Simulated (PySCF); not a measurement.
Compound: C4H7FN (doublet state).
Z-matrix (Å and degrees, GFN2-xTB geometry), rows numbered from 1:
```
C 
N   1  1.2310
C   2  1.4216  1  130.02
C   3  1.5350  2  114.84  1    -1.03
C   4  1.5194  3  111.50  2   179.71
F   5  1.3750  4  110.51  3   -65.73
H   1  1.0792  2  121.23  3  -179.93
H   3  1.0961  2  107.02  1  -123.51
H   3  1.0953  2  107.30  1   121.18
H   4  1.0907  3  109.47  2   -59.56
H   4  1.0913  3  108.85  2    58.74
H   5  1.0949  4  111.43  3   176.02
H   5  1.0953  4  111.69  3    52.57
```

The hyperfine couplings belong to this conformer and change with its torsions.

Identity: `[H]/[C]=N/CCCF` [radical].

The calculation used UKS B3LYP, pcH-1 on C F H N, non-relativistic, mean-field spin-orbit, GIAO (PySCF 2.14.0). Isolated species at its GFN2-xTB geometry (one conformer only). The geometry wasn't refined by DFT: couplings that depend on bond lengths, twists or pyramidal angles can differ widely from those at the functional's own minimum. Stability of the SCF solution: not tested.

Principal values of hyperfine tensors in MHz (contact and dipolar terms together), for some of the nuclei:

```json
{"atom": "C1", "isotope": "13C", "A1": "166.32", "A2": "171.97", "A3": "327.30"}
{"atom": "H7", "isotope": "1H", "A1": "192.19", "A2": "203.87", "A3": "241.59"}
{"atom": "C3", "isotope": "13C", "A1": "51.79", "A2": "51.95", "A3": "68.43"}
{"atom": "H12", "isotope": "1H", "A1": "4.94", "A2": "5.21", "A3": "7.34"}
{"atom": "H9", "isotope": "1H", "A1": "-9.03", "A2": "-7.75", "A3": "4.92"}
{"atom": "H8", "isotope": "1H", "A1": "-8.27", "A2": "-6.98", "A3": "5.66"}
{"atom": "C5", "isotope": "13C", "A1": "-2.70", "A2": "-2.67", "A3": "-1.81"}
{"atom": "H13", "isotope": "1H", "A1": "1.34", "A2": "1.55", "A3": "4.21"}
```

Question: Split each tensor into its isotropic and traceless parts, and turn a_iso into mT with g = 2.0014.

Answer: a_iso is a third of the trace, T = A − a_iso, and a(mT) = a(MHz)/(g × 13.996).

```json
{"atom": "C1", "a_iso (MHz)": "221.86", "a_iso (mT)": "7.920", "T1": "-55.54", "T2": "-49.89", "T3": "105.43"}
{"atom": "H7", "a_iso (MHz)": "212.55", "a_iso (mT)": "7.588", "T1": "-20.36", "T2": "-8.68", "T3": "29.04"}
{"atom": "C3", "a_iso (MHz)": "57.39", "a_iso (mT)": "2.049", "T1": "-5.60", "T2": "-5.44", "T3": "11.04"}
{"atom": "H12", "a_iso (MHz)": "5.83", "a_iso (mT)": "0.208", "T1": "-0.89", "T2": "-0.62", "T3": "1.51"}
{"atom": "H9", "a_iso (MHz)": "-3.95", "a_iso (mT)": "-0.141", "T1": "-5.08", "T2": "-3.80", "T3": "8.88"}
{"atom": "H8", "a_iso (MHz)": "-3.20", "a_iso (mT)": "-0.114", "T1": "-5.08", "T2": "-3.78", "T3": "8.86"}
{"atom": "C5", "a_iso (MHz)": "-2.39", "a_iso (mT)": "-0.085", "T1": "-0.31", "T2": "-0.28", "T3": "0.58"}
{"atom": "H13", "a_iso (MHz)": "2.37", "a_iso (mT)": "0.084", "T1": "-1.03", "T2": "-0.82", "T3": "1.85"}
```

Question: What spin density at the nucleus of C3 lies behind its contact coupling (g_N = 1.40482)?

Answer: a_FC = (2μ0/3) gₑ μB g_N μN ρ(0)/(2S·h) = 800.24 MHz × g_N × ρ(0)/(2S), with ρ in bohr⁻³. With a_FC = 57.39 MHz and 2S = 1, ρ(0) = 0.05105 bohr⁻³.

Question: N2 (14N, g_N = 0.40376) isn't in the table. Its spin density at the nucleus is 0.05564 bohr⁻³. What is its contact coupling?

Answer: By the same relation, a_FC = 17.98 MHz. Its full tensor has the principal values -1.10, 2.29, 52.75 MHz.

Question: Name the largest traceless tensor T of the table and describe it.

Answer: C1: -55.5, -49.9, 105.4 MHz, nearly axial, close to the ratio −1:−1:+2, the form that spin in one p orbital centred on that nucleus gives.

Question: In a single crystal, with the field along each principal axis of the tensor of C1 in turn, what first-order splitting does this nucleus give (isotropic g, quadrupole terms neglected)?

Answer: 2 lines (I = 1/2), spaced by |A_i|/(g × 13.996): 5.94, 6.14, 11.68 mT along the axes of A1, A2 and A3.
